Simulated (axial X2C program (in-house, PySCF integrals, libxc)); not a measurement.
LiB⁻: cheaper levels and CCSD(T), with spin–orbit coupling

Calculated with an in-house all-electron X2C program for linear molecules (integrals from PySCF). Two-component (2c) means X2C with spin–orbit coupling and atomic mean-field two-electron Coulomb and Gaunt terms. Basis: B dyall-av3z [8s7p3d2f], Li dyall-av3z [9s9p3d] (cores contracted in-house); Gaussian nuclei, density fitting, unrestricted open shells. Masses: B 11.009 u, Li 7.016 u.

State: Ω = 1/2 (⟨Sz⟩ = 1.50, ⟨Lz⟩ = -1.00 at HF); fragments B + Li- for HF, MP2, CCSD, CCSD(T); B- + Li for BP86.

```json
{"level": "HF", "Re (Å)": "2.244", "ωe (cm⁻¹)": "456.4"}
{"level": "MP2", "Re (Å)": "2.251", "ωe (cm⁻¹)": "443.7"}
{"level": "CCSD", "Re (Å)": "2.250", "ωe (cm⁻¹)": "440.4"}
{"level": "BP86", "Re (Å)": "2.251", "ωe (cm⁻¹)": "424.8"}
```

Correlated methods: 5 electrons correlated (number of frozen shells: B 1 s; Li 1 s), 199 virtual spin orbitals or spinors in MP2, 72 natural virtuals in coupled cluster.

CCSD(T), same Hamiltonian and basis:

Re = 2.254 Å, ωe = 436.9 cm⁻¹; T1 = 0.019 (Lee–Taylor normalisation).

**Question.** Give the differences from CCSD(T) in the columns below.

**Answer.** 

```tsv
level	ΔRe (Å)	Δωe (cm⁻¹)
HF	-0.010	20
MP2	-0.003	7
CCSD	-0.004	4
BP86	-0.003	-12
```

The state is one determinant whose occupation by symmetry is held fixed; it was picked as the lowest of a PBE0 search that is not exhaustive. De is not given where an atomic determinant may have missed its ground term or J level, or where the truncated virtual space spoils (T). Density functionals use the spin component along the axis (collinear). Coupled cluster ran in a truncated set of natural virtual spinors; the MP2 energy of the rest was added. (T) has no such correction and the atoms are truncated less, which lowers De at CCSD(T) by a hundredth of an eV or more. PBE0 can misorder states that lie within some tenths of an eV, so this need not be the ground state of the molecule. The nearest other 2c determinant of the search, Ω = 5/2, lies 0.00 eV up at the distance of the search. Without a current term, density functionals place determinants with orbital angular momentum somewhat too high. The spin of this state cannot come from the lowest atoms; the curve heads to a higher limit, and no De is given. With several unpaired electrons one determinant need not be a pure state. At some level and bond length an empty orbital lies below a filled one. The highest occupied level of some functionals is positive through self-interaction error; at Hartree–Fock it is bound.
